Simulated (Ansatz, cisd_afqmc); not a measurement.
System: NH2, charge -1, singlet. NH2- (SMILES [NH2-]).
B3LYP-D3(BJ)/def2-TZVP minimum from Ansatz (an electronic-structure program):
```xyz
3

N     -0.0036     0.1120     0.0955
H      0.8078    -0.3747    -0.3249
H     -0.7828    -0.4094    -0.3435
```
Charge -1, spin multiplicity 1.

Total energies in aug-cc-pVDZ, 8 correlated electrons, 1 frozen orbitals. UHF or UKS for unpaired electrons; spin-orbit terms are left out. Correlated methods leave the cores frozen. No relativity. AFQMC/CISD: phaseless, guided by CISD from CCSD amplitudes; bars are statistical, one sigma. Outlying blocks are dropped, and bars are widened where a walk drifts. Over all cases where full CI ran beside it in this data, AFQMC minus full CI had a median of +0.1 mEh and passed +0.4 mEh in a tenth of the cases.

| method | program | energy (Eh) | minus CCSDTQ (mEh) |
|---|---|---|---|
| HF | Ansatz | -55.53558 | 237.19 |
| MP2 | Ansatz | -55.75596 | 16.80 |
| CCSD | Ansatz | -55.76313 | 9.64 |
| CCSD(T) | Ansatz | -55.77177 | 1.00 |
| CCSDT(Q) | Ansatz | -55.77289 | -0.12 |
| CCSDTQ | Ansatz | -55.77277 | 0.00 |
| AFQMC/CISD | cisd_afqmc | -55.7724 ± 0.0004 | 0.3 ± 0.4 |

Rough core times of Ansatz's runs on a shared machine: CCSD(T) under 20 s, CCSDT(Q) under 20 s, CCSDTQ 5 min.
